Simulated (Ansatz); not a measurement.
Molecule: CH$_{3}$Cl, charge 1, multiplicity 2. 
Coordinates optimised at B3LYP-D3(BJ)/def2-TZVP (Ansatz, an electronic-structure program):
```
C
H 1 1.0908
H 1 1.0908 2 118.23
H 1 1.1215 2 107.66 3 -122.15
Cl 1 1.7415 2 109.76 4 -110.94
```
Charge +1, spin multiplicity 2.

Basis-set convergence of Hartree-Fock and CCSD(T) correlation energies (hartree) with Ansatz. Valence correlation only, unless marked. UHF or UKS for open shells. Spin-orbit coupling is left out. Non-relativistic.

| basis | functions | E(HF) | E(corr, CCSD(T)) |
|---|---|---|---|
| def2-SVPD | 71 | -498.56179 | -0.31368 |
| def2-TZVPPD | 139 | ? | ? |

Problem. What belongs in the gaps?

Solution. 
- def2-TZVPPD, E(HF): -498.76362
- def2-TZVPPD, E(corr, CCSD(T)): -0.38671
